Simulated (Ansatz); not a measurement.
Species, as SMILES: [Si-]#[O+] (O-Si).
Geometry (B3LYP-D3(BJ)/def2-TZVP, fixed):
```
Si
O 1 1.5131
```
Charge 0, spin multiplicity 1.

Basis-set convergence of the dipole moment at HF with Ansatz (a program for electronic structure). Dipoles come from the density behind the forces; the sign is taken along the dipole that this method gives in the largest set. All functions are spherical. The program fits the integrals of some runs and decomposes those of others, by size. No added dispersion term, no relativity. Reference: the value in aug-pcseg-3, 3.755 D, itself unsure by roughly 0.008 D (its mean distance from aug-cc-pV(Q+d)Z, def2-QZVPPD). Deviations are taken from unrounded values.

| basis | functions | dipole moment (D) | minus reference (D) |
|---|---|---|---|
| cc-pV(D+d)Z | 37 | 3.478 | -0.278 |
| aug-cc-pV(D+d)Z | 55 | 3.698 | -0.057 |
| cc-pV(T+d)Z | 69 | 3.602 | -0.154 |
| jun-cc-pV(T+d)Z | 87 | 3.746 | -0.010 |
| aug-cc-pV(T+d)Z | 101 | 3.743 | -0.012 |
| cc-pV(Q+d)Z | 119 | 3.715 | -0.041 |
| aug-cc-pV(Q+d)Z | 169 | 3.748 | -0.008 |
| cc-pV(5+d)Z | 191 | 3.739 | -0.017 |

The smallest set listed that lies within 0.1 D of the reference with all its larger relatives (same family, alike in diffuse functions; a set with none counts only in the reference's own line) is aug-cc-pV(D+d)Z (55 functions, -0.057 D off).
